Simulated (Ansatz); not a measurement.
Ansatz (a quantum-chemistry and plane-wave program) input (CCSD(T)/pcseg-2):

Ansatz 0.2 input:
```yaml
crystal:
  periodic: [false, false, false]
  atoms:
    - {symbol: Si, position_ang: [-0.00000000, -0.00000000, 0.00000000]}
    - {symbol: H, position_ang: [0.87559489, 0.85467525, 0.83309847]}
    - {symbol: H, position_ang: [-0.82219976, -0.86546541, 0.87529791]}
    - {symbol: H, position_ang: [-0.88619780, 0.85452031, -0.82197187]}
    - {symbol: H, position_ang: [0.83280267, -0.84373015, -0.88642451]}
basis:
  gaussian:
    orbitals: pcseg-2
magnetization: {spin_polarized: false}
correlation: {method: ccsd_t, electrons: outside_noble_gas}
```

Output:

```
Functional definition: HF
integrals: 0.08 GiB planned
522 factors; integrals over basis functions are off by at most 8.1e-4 eV
mean field: 0.14 GiB planned
mean field evaluation 1: about -7924.8123 eV, gradient 1.0e1 eV
mean field evaluation 2: about -7924.8204 eV, gradient 1.0e1 eV
mean field evaluation 4: about -7925.5024 eV, gradient 3.5e-1 eV
mean field evaluation 8: about -7925.5035 eV, gradient 1.3e-5 eV
mean field evaluation 16: about -7925.5035 eV, gradient 5.3e-2 eV
mean field -7925.50354448 eV, -291.2568831603 hartree, gradient 2.4e-6 eV, S^2 0.000000; 0 other end points of the search recorded, 0 dependent functions left out
5 core orbitals not correlated
reference -7925.50354448 eV, -291.2568831603 hartree; 4, 4 occupied and 81, 81 virtual orbitals, 522 factors
second order -3.80884298 eV of doubles, -0.00000000 eV of singles
coupled cluster: 0.21 GiB planned
cycle   1  -4.39034577 eV  change   -5.8e-1 eV  update   5.3e-2
cycle   2  -4.60083943 eV  change   -2.1e-1 eV  update   1.7e-2
cycle   3  -4.60587907 eV  change   -5.0e-3 eV  update   3.7e-3
cycle   4  -4.60473528 eV  change    1.1e-3 eV  update   1.1e-3
cycle   5  -4.60440378 eV  change    3.3e-4 eV  update   3.3e-4
cycle   6  -4.60442006 eV  change   -1.6e-5 eV  update   6.0e-5
cycle   7  -4.60443247 eV  change   -1.2e-5 eV  update   1.4e-5
cycle   8  -4.60443308 eV  change   -6.2e-7 eV  update   3.2e-6
perturbative correction -0.09080407 eV, -0.0033369880 hartree
Total energy: -7930.19878163 eV, -291.4294299432 hartree
```
